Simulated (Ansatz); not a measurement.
**C₂H₂Li+: single points off equilibrium**

An exercise on one series of results from a longer session: the logs are not shown, and one member is left open.

Program: Ansatz 0.2.0, Gaussian basis. Level of theory: single points in def2-TZVPP. These are calculated values, not measurements.

Correlated methods freeze the cores. The outer core shell of Li, Na, Mg and K is correlated.

### Starting geometry

5 atoms, charge 1, spin multiplicity 1.

Atoms are counted from 1 here; the program's logs count them from 0.

Bond lengths: Li1–C2 2.288 Å, Li1–C3 2.302 Å, C2–C3 1.227 Å, C2–H4 1.086 Å, C3–H5 1.088 Å. Angles: C2–Li1–C3 31.0°, Li1–C2–C3 75.1°, Li1–C2–H4 114.1°, C3–C2–H4 170.6°, Li1–C3–C2 73.9°, Li1–C3–H5 114.4°, C2–C3–H5 170.6°.

As a file:

```xyz
5

Li   -1.33268    0.41630    1.20707
C    -0.01994   -0.61208   -0.35988
C     0.54439    0.45174   -0.12548
H    -0.37043   -1.59623   -0.65542
H     1.19331    1.30993    0.03408
```

The first run:

Input file run/in.yaml:

```yaml
crystal:
  periodic: [false, false, false]
  atoms:
    - {symbol: Li, position_ang: [-1.332675, 0.416298, 1.207073]}
    - {symbol: C, position_ang: [-0.019942, -0.612075, -0.359879]}
    - {symbol: C, position_ang: [0.544391, 0.451740, -0.125482]}
    - {symbol: H, position_ang: [-0.370432, -1.596234, -0.655416]}
    - {symbol: H, position_ang: [1.193313, 1.309934, 0.034081]}
basis:
  gaussian: {orbitals: def2-TZVPP}
total_charge: 1
hamiltonian: {xc: pbe, dispersion: d4}
output: {forces: true}
```

On the command line:

```bash
$ ansatz run in.yaml --threads 2 --pin off --events-out ev --progress --plain --max-ram 3481MiB
```

Steps of the session up to this table: PBE-D4/def2-TZVPP; r2SCAN-D4/def2-TZVPP; PBE0-D4/def2-TZVPP; wB97M-V/def2-TZVPP; CCSD(T)/def2-TZVPP.

One table of the session follows, with a row left open; its other results are not shown here.

| method | RMS force component (eV/Å) | angle to CCSD(T) forces (°) |
| --- | --- | --- |
| PBE-D4 | ? | ? |
| r2SCAN-D4 | 0.650 | 27.3 |
| PBE0-D4 | 0.727 | 30.9 |
| wB97M-V | 0.782 | 30.6 |
| CCSD(T) | 0.323 | reference |

Q: Estimate the row for PBE-D4 from the others.

The run gave: RMS force component (eV/Å): 0.397; angle to CCSD(T) forces (°): 27.5. In the column «RMS force component (eV/Å)» it lies between CCSD(T) (0.323) and r2SCAN-D4 (0.650).
